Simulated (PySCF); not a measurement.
EPR parameters of C3H4NO

Compound: C3H4NO (doublet state).
Structure used (GFN2-xTB), in Å, numbered top down from 1:
```xyz
9
C3H4NO angstrom
N      2.144    0.556   -0.109
C      1.273   -0.291   -0.101
C     -0.075   -0.560    0.351
C     -1.220   -0.075   -0.434
O     -0.894    0.515    0.787
H      2.150    1.472    0.342
H     -0.193   -1.487    0.907
H     -2.134   -0.657   -0.453
H     -1.037    0.533   -1.315
```

The hyperfine couplings belong to this conformer and change with its torsions.

As a line formula: `[H]/N=[C]\[C@@H]1CO1` [radical].

Method: PySCF, UKS B3LYP, pcH-1 on C H N O, non-relativistic, mean-field spin-orbit, GIAO. One conformer (not necessarily the lowest) at the GFN2-xTB geometry, without solvent, vibrations or thermal averaging. The geometry wasn't refined by DFT: couplings that depend on bond lengths, twists or pyramidal angles can differ widely from those at the functional's own minimum. The SCF solution wasn't tested for stability.

```
g1, g2, g3                      : 1.99929, 2.00220, 2.00335
g_iso                           : 2.00161
Form of g                       : rhombic: the two nearest values differ by 28 % of g3 − g1
⟨S²⟩                            : 0.7540 (exact 0.7500)
α and β electrons               : 19, 18
HOMO–LUMO gap, α and β orbitals : 4.75, 6.29 eV
Total energy                    : -246.57894 Eh
Basis functions                 : 165
```

Isotropic coupling and dipolar principal values T1 to T3, in MHz; ρ(0) is the spin density at the nucleus:

| atom | isotope | a_iso | T1 | T2 | T3 | Mulliken spin population | ρ(0) (bohr⁻³) |
| --- | --- | --- | --- | --- | --- | --- | --- |
| N1 | 14N | 121.5 | -10.8 | -7.1 | 17.9 | 0.15 | 0.3760 |
| C2 | 13C | 378.7 | -53.5 | -48.1 | 101.6 | 0.66 | 0.3368 |
| C3 | 13C | 155.6 | -9.5 | -5.1 | 14.6 | 0.02 | 0.1384 |
| C4 | 13C | -0.5 | -1.5 | -0.8 | 2.3 | 0.00 | -0.0004 |
| O5 | 17O | -16.7 | -28.5 | 13.3 | 15.2 | 0.07 | 0.0276 |
| H6 | 1H | 231.6 | -9.9 | -5.1 | 15.0 | 0.11 | 0.0518 |
| H7 | 1H | -4.9 | -6.7 | -4.0 | 10.7 | 0.00 | -0.0011 |
| H8 | 1H | 0.0 | -1.9 | -1.2 | 3.1 | 0.00 | 0.0000 |
| H9 | 1H | 0.8 | -3.1 | -1.9 | 5.1 | 0.00 | 0.0002 |

The largest Mulliken spin populations are on C2 (+0.66), N1 (+0.15), H6 (+0.11) and O5 (+0.07).

Axes: g1 points within 3° of the N1–C2 bond.

Under fast tumbling the dipolar parts average out, and these isotropic splittings remain: 1 × 1H (H6, I = 1/2, 2 lines) with 8.27 mT, 1 × 14N (N1, I = 1, 3 lines) with 4.34 mT and 1 × 1H (H7, I = 1/2, 2 lines) with 0.17 mT.

The 17O coupling of O5 (-16.7 MHz) shows only in satellite lines or after enrichment, since that isotope makes up about 0.038 % of natural oxygen.

The 13C coupling of C2 (378.7 MHz) shows only in satellite lines or after enrichment, since that isotope makes up about 1.07 % of natural carbon.

The run took 14 s of wall time (grids of density and orbitals included) on one thread of an Arm Neoverse V2, no GPU, on a shared host, and the process peaked at 0.58 GiB of memory.
